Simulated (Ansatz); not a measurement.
Input file for Ansatz (a first-principles code): U-wB97X-V/cc-pVTZ on ethylamine (SMILES CCN), a point of a bond scan (R = 1.486 Å).

Ansatz 0.2 input:
```yaml
crystal:
  periodic: [false, false, false]
  atoms:
    - {symbol: C, position_ang: [1.18612906, 0.44302756, 0.02367077]}
    - {symbol: C, position_ang: [0.04500471, -0.55351665, -0.10923757]}
    - {symbol: N, position_ang: [-1.24594693, 0.13053905, -0.00235327]}
    - {symbol: H, position_ang: [2.15252555, -0.05152541, -0.09038783]}
    - {symbol: H, position_ang: [1.10043350, 1.22491245, -0.73222663]}
    - {symbol: H, position_ang: [1.17238740, 0.92208442, 1.00657057]}
    - {symbol: H, position_ang: [0.22323569, -1.63674858, 0.89159722]}
    - {symbol: H, position_ang: [0.08743463, -1.02649974, -1.09379181]}
    - {symbol: H, position_ang: [-2.01243122, -0.52425249, -0.10366542]}
    - {symbol: H, position_ang: [-1.34255151, 0.56035274, 0.91125319]}
basis:
  gaussian:
    orbitals: cc-pVTZ
hamiltonian:
  xc: {name: wB97X-V}
magnetization: {spin_polarized: true, initial_magnetization: 0}
```

Output:

```
Functional definition: wB97X-V
[...]
integrals: 0.10 GiB planned
923 factors; their error is unknown
integrals: 0.13 GiB planned
252 factors; integrals over basis functions are off by at most 1.4e-5 eV
mean field: 1.22 GiB planned
mean field evaluation 1: about -3672.9766 eV, gradient 3.2e1 eV
mean field evaluation 2: about -3674.2253 eV, gradient 2.8e1 eV
mean field evaluation 4: about -3677.2705 eV, gradient 1.0e0 eV
mean field evaluation 8: about -3677.2653 eV, gradient 2.8e-1 eV
mean field evaluation 16: about -3677.2655 eV, gradient 4.9e-5 eV
mean field -3677.26546632 eV, -135.1370133472 hartree, gradient 4.9e-5 eV, S^2 0.000000; 0 other end points of the search recorded, 0 dependent functions left out
reference -3677.26546454 eV, -135.1370132816 hartree; 13, 13 occupied and 175, 175 virtual orbitals, 923 factors
Total energy: -3677.26546454 eV, -135.1370132816 hartree
```

The calculation finished and met its thresholds.

Cost: around 13 core-seconds (rough).
